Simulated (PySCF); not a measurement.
**How good is the calculation?**

Structure with atom numbers: `[O:1]=[CH:2][F:3]` (H(Xn): hydrogen on atom n).

Single conformer, no solvent, relativity neglected. Coordinates at the PBE0-D3(BJ)/def2-TZVP level; GIAO B97-2/pcSseg-2 shieldings; couplings computed with B3LYP/pcJ-2; PySCF.

Reference values: measured (solution; E. Pretsch, P. Bühlmann, M. Badertscher, Structure Determination of Organic Compounds, 4th ed., Springer 2009).
| atoms | quantity | reference | computed | computed, scaled |
| --- | --- | --- | --- | --- |
| F3 | δ 19F vs CFCl3 | 41.0 | 52.9 | 44.7 |

Reference values: CCSD(T)/aug-cc-pCV[TQ]Z extrapolated (gas (isolated, no vibration); Teale, Lutnaes, Helgaker, Tozer, Gauss, JCP 2013, 138, 024111, as tabulated in M. Glasbrenner, PhD thesis, LMU Munich (SI Table 24)).
```json
{"atoms": "C2", "quantity": "σ 13C", "reference": "39.6", "computed": "27.3"}
{"atoms": "F3", "quantity": "σ 19F", "reference": "165.3", "computed": "123.1"}
{"atoms": "H(C2)", "quantity": "σ 1H", "reference": "23.90", "computed": "23.69"}
{"atoms": "O1", "quantity": "σ 17O", "reference": "-94.3", "computed": "-118.5"}
```

Reference values: CCSD(T)/cc-pCVQZ (gas (isolated, no vibration); M. Glasbrenner, PhD thesis, LMU Munich (RPA NMR shieldings paper, SI)).
```json
{"atoms": "C2", "quantity": "σ 13C", "reference": "41.2", "computed": "27.3"}
{"atoms": "F3", "quantity": "σ 19F", "reference": "164.9", "computed": "123.1"}
{"atoms": "H(C2)", "quantity": "σ 1H", "reference": "24.00", "computed": "23.69"}
{"atoms": "O1", "quantity": "σ 17O", "reference": "-94.7", "computed": "-118.5"}
```

Absolute shieldings are compared as such; zero-point and thermal motion, absent here, lowers them by some tenths of a ppm for H, a few ppm for C and up to about 10 ppm for F.

Computed shifts are σ(ref) − σ with the named reference compound (TMS for H and C) calculated as an isolated molecule at the same level. The measured values may be among those fitted. Shieldings were converted by a linear fit to measured shifts: 19F: δ = 160.24 − 0.938σ +9.4 on sp3 carbon (rms 4.8 ppm, 130 shifts, 5.6 ppm with the 3 outliers that the fit left out vs CFCl3, solution or neat liquid). Occasional misses reach two or three times the rms, and more in compound classes unlike the fitted ones.

Coupling constants in Hz:
```tsv
coupling	reference	computed	source
1J(C2,H(C2))	267.0	266.0	measured; liquid or solution (compiled); San Fabian, Garcia de la Vega, Suardiaz et al., Magn. Reson. Chem. 2013, 51, 775 (SI)
```

Question: How far are the unscaled 13C shieldings from the references?

Answer: Mean signed difference -13.10 ppm, mean absolute 13.10 ppm over 2 comparisons; the largest is -13.9 ppm at C2 (carbonyl carbon).

Question: How far are the unscaled 19F shieldings from the references?

Answer: Mean signed difference -42.00 ppm, mean absolute 42.00 ppm over 2 comparisons; the largest is -42.2 ppm at F3 (fluorine bonded to C).

Question: How far are the unscaled 1H shieldings from the references?

Answer: Mean signed difference -0.26 ppm, mean absolute 0.26 ppm over 2 comparisons; the largest is -0.31 ppm at H(C2) (hydrogen on a carbonyl carbon).

Question: How far are the unscaled 17O shieldings from the references?

Answer: Mean signed difference -24.00 ppm, mean absolute 24.00 ppm over 2 comparisons; the largest is -24.2 ppm at O1 (carbonyl oxygen).

10 of the 34 published NMR values on file for this molecule are compared. The rest: other calculations.
